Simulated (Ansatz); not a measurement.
The input, for Ansatz 0.2.0:

```yaml
crystal:
  periodic: [false, false, false]
  atoms:
    - {symbol: Mg, position_ang: [-0.029640, 0.000000, 0.000000]}
    - {symbol: H, position_ang: [0.357361, 0.000000, -1.752887]}
    - {symbol: H, position_ang: [0.357361, 0.000000, 1.752887]}
basis:
  gaussian: {orbitals: x2c-TZVPPall}
total_charge: 1
magnetization: {spin_polarized: false, initial_magnetization: 1}
correlation: {method: ccsdt_q_b, electrons: outside_noble_gas}
accuracy: high
```

```sh
$ ansatz run in.yaml --threads 1 --pin off --events-out ev --progress --plain --max-ram 2393MiB
```

The program prints:

```
920 factors; integrals over basis functions are off by at most 3.6e-9 eV
mean field evaluation 1: about -5460.6849 eV, gradient 4.9e0 eV
mean field evaluation 2: about -5460.6839 eV, gradient 4.8e0 eV
mean field evaluation 4: about -5460.8915 eV, gradient 2.0e-1 eV
mean field evaluation 8: about -5460.8917 eV, gradient 4.3e-2 eV
mean field evaluation 16: about -5460.8917 eV, gradient 2.0e-5 eV
mean field evaluation 32: about -5461.3000 eV, gradient 4.5e-7 eV
mean field evaluation 64: about -5460.5555 eV, gradient 4.6e0 eV
mean field -5461.30004772 eV, -200.6990749515 hartree, gradient 3.1e-8 eV, S^2 0.750000; 5 other end points of the search recorded, 0 dependent functions left out
mean field evaluation 96: about -5461.5969 eV, gradient 4.6e-1 eV
determinant -5461.30004772 eV, -200.6990749515 hartree, with singles and doubles -5462.61647906 eV, -200.7474529109 hartree
determinant -5460.89166601 eV, -200.6840672005 hartree, with singles and doubles -5462.77627778 eV, -200.7533254058 hartree
determinant -5459.42652113 eV, -200.6302241193 hartree, with singles and doubles -5461.33046502 eV, -200.7001927669 hartree
determinant -5461.30004772 eV, -200.6990749515 hartree, with singles and doubles -5462.66473918 eV, -200.7492264375 hartree
determinant -5460.89166601 eV, -200.6840672005 hartree, with singles and doubles -5462.71931522 eV, -200.7512320702 hartree
determinant -5461.30004772 eV, -200.6990749515 hartree, with singles and doubles -5462.69352531 eV, -200.7502843084 hartree
determinant -5460.89166601 eV, -200.6840672005 hartree, with singles and doubles -5462.72513232 eV, -200.7514458446 hartree
5 core orbitals not correlated: weight in the atoms' cores, before any rotation towards them, 1.000 or more for the frozen orbitals, at most 0.000 for the correlated occupied ones
reference -5460.89166601 eV, -200.6840672005 hartree; 2, 1 occupied and 53, 54 virtual orbitals, 920 factors
second order -1.13236441 eV of doubles, -0.25032059 eV of singles
cycle   1  -1.40965609 eV  change   -3.7e-1 eV  update   7.0e-2
cycle   2  -1.81166900 eV  change   -4.0e-1 eV  update   4.1e-2
...
cycle  18  -1.86578019 eV  change   -3.4e-8 eV  update   5.4e-8
cycle  19  -1.86578025 eV  change   -6.5e-8 eV  update   3.5e-8
cycle  20  -1.86578030 eV  change   -5.0e-8 eV  update   2.8e-8
cycle  21  -1.86578031 eV  change   -6.2e-9 eV  update   1.6e-8
cycle  22  -1.86578034 eV  change   -2.9e-8 eV  update   1.2e-8
cycle  23  -1.86578034 eV  change   -4.4e-9 eV  update   4.7e-9
cycle  24  -1.86578034 eV  change    5.1e-9 eV  update   2.1e-9
cycle  25  -1.86578034 eV  change   6.8e-10 eV  update  6.1e-10
cycle  26  -1.86578034 eV  change  -1.4e-10 eV  update  2.3e-10
cycle  27  -1.86578034 eV  change  -1.9e-10 eV  update  9.4e-11
perturbative correction 0.00000000 eV, 0.0000000000 hartree
WARN: these amplitudes may be one of several solutions (largest doubles amplitude 0.15, level shift 6.83 eV)
Total energy: -5462.75744635 eV, -200.7526333633 hartree
Relativity: scalar
```

Ran on 1 thread of Arm Neoverse V1, shared host: 28 s wall, 0.35 GiB peak host memory.
